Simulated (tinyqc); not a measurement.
Inside a calculation. Method: extended Hueckel theory, for NH3. One step of it, computed by the program tinyqc.

Problem. Orbitals. Solve H C = S C e through S^(-1/2); fill by pairs from the bottom, a degenerate level sharing its electrons equally; each orbital has its largest coefficient positive (the first on a tie).

H (eV):
```
,1N 2s,1N 2px,1N 2py,1N 2pz,2H 1s,3H 1s,4H 1s
1N 2s,-26.000000,0.000000,0.000000,0.000000,-14.710391,-14.726436,-14.726436
1N 2px,0.000000,-13.400000,0.000000,0.000000,-8.668661,4.336664,4.336664
1N 2py,0.000000,0.000000,-13.400000,0.000000,0.000000,-7.512931,7.512931
1N 2pz,0.000000,0.000000,0.000000,-13.400000,1.403900,1.406028,1.406028
2H 1s,-14.710391,-8.668661,0.000000,1.403900,-13.600000,-3.049966,-3.049966
3H 1s,-14.726436,4.336664,-7.512931,1.406028,-3.049966,-13.600000,-3.052867
4H 1s,-14.726436,4.336664,7.512931,1.406028,-3.049966,-3.052867,-13.600000
```

overlap S:
```
,1N 2s,1N 2px,1N 2py,1N 2pz,2H 1s,3H 1s,4H 1s
1N 2s,1.000000,0.000000,0.000000,0.000000,0.466312,0.466821,0.466821
1N 2px,0.000000,1.000000,0.000000,0.000000,0.428066,-0.214148,-0.214148
1N 2py,0.000000,0.000000,1.000000,0.000000,0.000000,0.370995,-0.370995
1N 2pz,0.000000,0.000000,0.000000,1.000000,-0.069326,-0.069431,-0.069431
2H 1s,0.466312,0.428066,0.000000,-0.069326,1.000000,0.149508,0.149508
3H 1s,0.466821,-0.214148,0.370995,-0.069431,0.149508,1.000000,0.149650
4H 1s,0.466821,-0.214148,-0.370995,-0.069431,0.149508,0.149650,1.000000
```

valence electrons = 8

Give: orbital energies; occupations; coefficients; sum of one-electron energies.

Solution.

orbital energies (eV): -26.9190  -15.5963  -15.5956  -13.4452  -3.1888  -3.1713  8.7596

occupations: 2.0000  2.0000  2.0000  2.0000  0.0000  0.0000  0.0000

coefficients:
```
,MO1,MO2,MO3,MO4,MO5,MO6,MO7
1N 2s,0.8234,0.0000,0.0001,0.0639,0.0014,0.0000,1.1630
1N 2px,0.0000,0.0000,0.6165,0.0000,1.0477,0.0000,-0.0021
1N 2py,0.0000,0.6164,0.0000,0.0000,0.0000,1.0482,0.0000
1N 2pz,0.0120,0.0000,0.0000,0.9923,-0.0002,0.0000,-0.1953
2H 1s,0.1167,0.0000,0.4529,-0.0316,-0.9775,0.0000,-0.7142
3H 1s,0.1169,0.3920,-0.2262,-0.0316,0.4870,-0.8460,-0.7176
4H 1s,0.1169,-0.3920,-0.2262,-0.0316,0.4870,0.8460,-0.7176
```

sum of one-electron energies = -143.1122 eV
